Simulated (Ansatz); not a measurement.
System: AlCl2, net charge 0, doublet state. SMILES: [Cl][Al][Cl]
Structure (B3LYP-D3(BJ)/def2-TZVP (Ansatz, a program for electronic structure) minimum search):
```
Al
Cl 1 2.1140
Cl 1 2.1140 2 118.91
```
Charge 0, spin multiplicity 2.

Wanted: enthalpy of formation at 298 K, in kcal/mol. Conventions: valence correlation only; open shells spin-unrestricted; dispersion terms only where a functional's name holds one; non-relativistic; spin-orbit terms left out. Basis-set limits of correlation are two-point, X^-3; Hartree-Fock from the larger set. First-principles rows: single points at B3LYP-D3(BJ) geometries (Ansatz), with unscaled harmonic terms from B3LYP/6-31G* at its own minima, enthalpies of formation by atomisation with measured atoms.

| species | coefficient | E at HF/STO-3G (Ansatz), Eh | E at wB97X-V/def2-TZVPD (Ansatz), Eh | H(298 K) - E, kcal/mol |
|---|---|---|---|---|
| [Cl][Al][Cl] | +1 | -1148.31138 | -1162.78437 | 4.70 |
| Al atom | -1 | -238.85836 | -242.31706 | - |
| Cl atom | -2 | -454.54219 | -460.08005 | - |

The atoms take no thermal term, since their enthalpies of formation at 0 K are used: the result is the sum of coefficient times E, plus the molecule's thermal term, plus number times (enthalpy of formation minus H(298) - H(0)) over the atoms. Measured values of the atoms (G2/97 table in ASE), kcal/mol:

```
atom  number  enthalpy of formation of the gas at 0 K  H(298) - H(0) of the element's standard state
----  ------  ---------------------------------------  ---------------------------------------------
Al         1                                    78.23                                           1.08
Cl         2                                    28.59                                           1.10
```

Coupled cluster (Ansatz) is a level with limits of its own, used here on species with T1 under 0.025 (0.045 for open shells) and stable references: CCSD(T)/CBS(cc-pV(T+d)Z,cc-pV(Q+d)Z). Value to compare with, CCSD(T)/CBS(cc-pV(T+d)Z,cc-pV(Q+d)Z) (Ansatz): -58.2 kcal/mol. 1 Eh = 627.5095 kcal/mol.

Q: Compute it at each level from the table, and compare with CCSD(T)/CBS(cc-pV(T+d)Z,cc-pV(Q+d)Z) (Ansatz).

A: 
- HF/STO-3G: the sum of coefficient times E is -0.36864 Eh, or -231.33 kcal/mol; the thermal terms add 4.70; the atoms' measured terms add 132.13. Result: -94.5 kcal/mol. Its difference against CCSD(T)/CBS(cc-pV(T+d)Z,cc-pV(Q+d)Z) (Ansatz) is -36.3 kcal/mol.
- wB97X-V/def2-TZVPD: the sum of coefficient times E is -0.30721 Eh, or -192.78 kcal/mol; the thermal terms add 4.70; the atoms' measured terms add 132.13. Result: -55.9 kcal/mol. Its difference against CCSD(T)/CBS(cc-pV(T+d)Z,cc-pV(Q+d)Z) (Ansatz) is 2.3 kcal/mol.
